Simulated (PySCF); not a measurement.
## Stationary points of AlHCl

These are results of PySCF, PBE0, basis Al def2-TZVP, H def2-TZVP, Cl def2-TZVP (no relativity, density fitting), not measurements.

Relaxations began from a few typed shapes; open shells are unrestricted. The search is not exhaustive: other isomers or separated fragments can lie lower, and high-lying points may rest on an excited occupation.

```csv
spin,group,bonds,angles,imaginary modes (cm⁻¹),ΔE (kJ/mol),ΔE with ZPE (kJ/mol)
doublet,Cs,"Al–Cl 2.113 Å, Al–H 1.603 Å",Cl–Al–H 115.7°,none,0.0,0.0
doublet,C∞v,"Al–Cl 2.178 Å, Al–H 1.729 Å",Cl–Al–H 180.0°,"1144i, 1144i",108.9,–
```

The lowest minimum found is the doublet Cs: Al–Cl 2.113 Å, Al–H 1.603 Å; Cl–Al–H 115.7°.
